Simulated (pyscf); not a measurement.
5 gas-phase steps of one pattern: four-centre exchange on the singlet surface, B–C + Cl–H or B–C + F–H broken and B–Cl + C–H or B–F + C–H formed. Single points on ωB97X-D3(BJ)/def2-SVP structures (PySCF, gas phase). Electronic energies in eV, from the separated reactants; ΔE‡ at ωB97M-D3(BJ)/def2-TZVP, beside the barrier at PBE/def2-TZVP on the same structures. Rows were drawn at random from the steps of this pattern with a verified saddle, stable references and no exit in the data more than 5 kcal/mol lower.

```tsv
row	step	ΔE‡(PBE)	ΔE‡
1	H₃C–B(CH₃)–CH₃ + HF → CH₄ + H₃C–B(CH₃)–F	0.50	0.72
2	HF + H₂C=CH–B(F)–F → F–B(F)–F + H₂C=CH₂	0.70	0.97
3	H₃C–B(CH₃)–CH₃ + HCl → CH₄ + H₃C–B(CH₃)–Cl	0.55	?
4	HCl + H₂C=CH–BH–Cl → Cl–BH–Cl + H₂C=CH₂	0.58	0.95
5	HCl + H₂C=CH–B(Cl)–Cl → Cl–B(Cl)–Cl + H₂C=CH₂	0.95	1.27
```

Task: From a straight line through the complete rows, estimate the missing barrier and say how far the line can be trusted.

Result: Over the 4 complete rows the means are +0.68 (ΔE‡(PBE)) and 0.98 (ΔE‡); least squares gives b = 1.11 and a = 0.22 eV, with residuals of 0.05 eV (root mean square; largest 0.09, row 4). For row 3: 0.22 + 1.11 × (+0.55) = 0.83 eV. The computed barrier is 0.79 eV, 0.04 under the line. The line follows the complete rows closely. Each barrier is that of the saddle found.
